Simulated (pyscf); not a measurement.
`[CH3][Cd][CH3]` + `[H]` [doublet] -> `[CH3][Cd]` [doublet] + `[CH4]`, a substitution at C (doublet surface; C–Cd broken, C–H formed). Structures and frequencies: ωB97X-D3(BJ)/def2-SVP in PySCF. Energies in kcal/mol from the separated reactants.

AM1 to PM7: differences of heats of formation from MOPAC, which are fitted to 298 K values and so differ in kind from electronic energies by zero-point and thermal terms. Open shells are spin-unrestricted. 

Question: In single points PM7 puts the saddle at 8.7 kcal/mol and the reaction energy at -55.1 kcal/mol. Should these be trusted to within a few kcal/mol? Compare with ωB97M-D3(BJ)/def2-TZVP.

Answer: ωB97M-D3(BJ)/def2-TZVP gives ΔE‡ = 12.5 kcal/mol and ΔE = -46.8 kcal/mol. PM7 lies 3.7 kcal/mol under it in the barrier and 8.2 kcal/mol under it in the reaction energy, so on this step it does not hold to within 3.0 kcal/mol. ωB97M-D3(BJ)/def2-TZVP has limits of its own. Abstraction by the radical was not located in this set and often lies lower. One saddle was located; it need not be the lowest between these sides. The angle at the attacked C is 180°. In the def2 sets elements past Kr carry core potentials, without spin-orbit coupling.
